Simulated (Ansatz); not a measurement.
# How far each method lies from UCCSDT(Q) for BH4, doublet

All five atoms lie in one plane.

Geometry: that of the BH4⁺, singlet, kept fixed.

```xyz
5

B     0.0000    0.0000    0.0000
H    -0.0156    0.8614    0.8498
H    -0.0213   -0.8500    0.8612
H     0.0213    0.8500   -0.8612
H     0.0156   -0.8614   -0.8498
```

Basis aug-cc-pVDZ; Ansatz 0.2.0. Correlated methods freeze the noble-gas cores, which leaves 7 electrons in 58 orbitals. Prefix R: restricted or restricted open-shell reference; prefix U: unrestricted. Active spaces: valence = (7e, 8o) chosen from the atoms' valence shells.

Full CI isn't at hand for all of this; UCCSDT(Q) serves as the reference, and is uncertain by about the last step of the cluster series. The frozen core follows each run's orbitals, which can shift R against U totals by a few meV.

Coupled cluster chose its determinant by trial CCSD, here up to 0.41 eV above the lowest Hartree–Fock solution of its kind, and MP2 stands on that determinant too.

```
UHF ⟨S²⟩                            : 0.779
⟨S²⟩ of the determinant under UCCSD : 0.758
T1 diagnostic (RCCSD)               : 0.0140
largest doubles amplitude (RCCSD)   : 0.084
T1 diagnostic (UCCSD)               : 0.0077
```

```tsv
level	E − E(UCCSDT(Q)) (mEh)	share of correlation (%)	wall time
RMP2	32.04	81.40	–
UMP2	32.09	81.37	–
RCCSD	6.54	96.20	–
UCCSD	6.48	96.24	–
RCCSD(T)	1.22	99.29	7.5 s
UCCSD(T)	1.20	99.30	8 s
BCCD(T)	1.22	99.29	5 s
RCCSDT	0.35	99.80	–
UCCSDT	0.33	99.81	–
RCCSDT(Q)	0.01	99.99	26 s (H100)
CASSCF (valence space)	104.24	39.49	–
NEVPT2 (valence space)	34.94	79.72	2.7 s
MRCISD (valence space)	14.91	91.35	–
MRCISD+Q (valence space)	11.01	93.61	10 s (H100)
```

The correlation energy at UCCSDT(Q), counted from the determinant under the R cluster runs, is -4.688 eV. That run took 24 s on 2 threads of AMD EPYC 7R13 with a shared H100 80 GB, shared host.

Run but not shown, since their state or frozen core can't be matched to the reference's or they repeat it: RHF, UHF, CISD.

Times hold each run's SCF and search for its determinant on a shared host, so for small cases they say little of a method's own cost; rows without a card ran on 1 thread of AMD EPYC 7R13.

Natural occupations of CASSCF (valence space) about the gap: 1.979 1.976 1.976 1.000 0.021 0.020 0.020 0.007; effectively unpaired electrons, Σ n²(2−n)², 1.01.
